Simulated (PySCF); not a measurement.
Static response to an electric field

Compound: C4H8S.
Cartesian coordinates in Å at the GFN2-xTB level; atoms count from 1:
```
atom  x, y, z in Å
C1    -2.170    0.428   -0.343
C2    -0.701    0.172   -0.256
C3    -0.168   -1.035   -0.362
S4     1.524   -1.484   -0.282
C5     2.368    0.101   -0.019
H6    -2.385    1.105   -1.170
H7    -2.525    0.901    0.572
H8    -2.719   -0.498   -0.496
H9    -0.088    1.047   -0.097
H10   -0.775   -1.914   -0.520
H11    2.174    0.762   -0.858
H12    2.033    0.543    0.914
H13    3.427   -0.128    0.038
```

Level: CAM-B3LYP/def2-SVPD (PySCF), static field, nuclei fixed, core orbitals frozen in the response. The polarisability tensor in these axes (au):

```
x    90.70 -10.03   1.78
y   -10.03  73.76   1.72
z     1.78   1.72  53.59
```

Task: Give the principal values, the mean and the anisotropy Δα = √{½[(α1 − α2)² + (α2 − α3)² + (α1 − α3)²]}.

Result: Principal values 53.23, 69.44 and 95.37 au; mean 72.68 au = 10.77 Å³ = 11.98 × 10⁻⁴⁰ C²·m²/J; Δα = 36.82 au (51 % of the mean).

Task: What is the dipole moment, and where does it point?

Result: (-0.24, 1.51, 0.17) D, 1.54 D in size, pointing from the negative to the positive side. Measured along this direction, the outermost atoms are H10 and S4 at the negative end and H7 and H6 at the positive end.

Task: Rayleigh depolarisation ratio (linearly polarised light, static tensor)?

Result: ρ = 3Δα²/(45ᾱ² + 4Δα²) = 4066.4/(237705 + 5421.9) = 0.0167.

Task: Molar refractivity from α?

Result: Lorentz–Lorenz: R = (4π/3)N_A α = 2.5225 cm³/(mol·Å³) × 10.77 Å³ = 27.2 cm³/mol, in the limit of long wavelengths.

Task: Along which axes do the principal values lie, and how far do the nuclei extend along each?

Result: Largest value along (0.91, -0.42, 0.02), where the nuclei span 5.82 Å; middle along (0.41, 0.90, 0.14), 3.57 Å; least along (-0.08, -0.12, 0.99), 1.79 Å. The response follows the extents in order.

Task: Find the Langevin capture rate constant for H3+ (3.023 u) meeting this molecule (88.035 u), k = 2.342 × 10⁻⁹ cm³/s × √(α in Å³ / reduced mass in u).

Result: The reduced mass is 2.92 u, so k = 4.50 × 10⁻⁹ cm³/s. The formula leaves out the permanent dipole, which adds to the capture rate.

Isolated species at its GFN2-xTB geometry (one conformer only).
